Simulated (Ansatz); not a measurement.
Total energies of CH$_{5}$SSi, SMILES `C[SiH2][S]` radical.

```xyz
8

C     0.100    0.591    0.839
Si   -0.094   -0.579   -0.599
S     0.322    0.300   -2.489
H    -0.168    0.089    1.773
H    -0.541    1.465    0.715
H     1.134    0.933    0.922
H    -1.512   -1.015   -0.754
H     0.760   -1.783   -0.407
```

Charge 0, multiplicity 2. The geometry is a stationary point of PBE0-D4/def2-TZVP. Basis def2-TZVPP, the Gaussian-basis code of Ansatz.

RPA on PBE orbitals: Hartree–Fock energy of these orbitals -727.25208 Eh, correlation -0.82646 Eh (frozen core).

```
             functional  energy without D4 (Eh)  D4 term (kJ/mol)
            LDA (SPW92)              -725.88230                 –
                    PBE              -728.44105             -14.6
                 revPBE              -728.68126             -42.8
                   BLYP              -728.79365             -32.1
                 r2SCAN              -728.74784              -3.4
                 B97M-V              -728.65251                 –
                   PBE0              -728.51404             -12.3
                  B3LYP              -728.87243             -23.8
                r2SCANh              -728.74394              -3.7
                r2SCAN0              -728.73888              -4.1
HSE06 (plane-wave form)              -728.49718             -11.5
                  BHLYP              -728.80351             -18.9
              CAM-B3LYP              -728.81883             -12.6
                LC-ωPBE              -728.59904                 –
                ωB97X-V              -728.70788                 –
                ωB97M-V              -728.75041                 –
                 B2PLYP              -728.53729                 –
               PBE-QIDH              -728.33702                 –
```

B3LYP takes the VWN-RPA correlation (the form of Gaussian; ORCA's B3LYP/G). HSE06 is the plane-wave form, built on full-range PBE exchange. The double hybrids freeze the cores in their second-order part.

LC-ωPBE has ω = 0.4 bohr⁻¹.
